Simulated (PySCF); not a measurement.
BH to BH₃: adding ligands

Level: PBE0 in the def2-TZVP basis family, all electrons, no relativity, computed in PySCF with density fitting; open shells unrestricted.

Each entry is the lowest minimum that a search over a few typed start shapes (and spin states, where more than one is plausible) found, or that minimum re-optimised at the stated level; isomers with ligand–ligand bonds, or fragments after loss of a ligand pair, can lie lower.

```tsv
molecule	2S+1	point group	mean bond to B (Å)	gap (eV)	atomisation (kJ/mol)	distinct angles (°)	polar-tensor charge of B
BH	1	C∞v	1.241	4.33	337		0.03
BH₂	2	C2v	1.191	–	720	129	0.10
BH₃	1	D3h	1.193	7.97	1167	120	0.49
```

The bond length does not run in one direction; the largest change, -0.050 Å, falls between BH and BH₂ among the members listed.

The shape changes along the series: C∞v for BH; C2v for BH₂; D3h for BH₃.

Left out of the table are members whose search was unfinished or whose lowest solution was spin-contaminated, unstable, very soft or bonded differently.
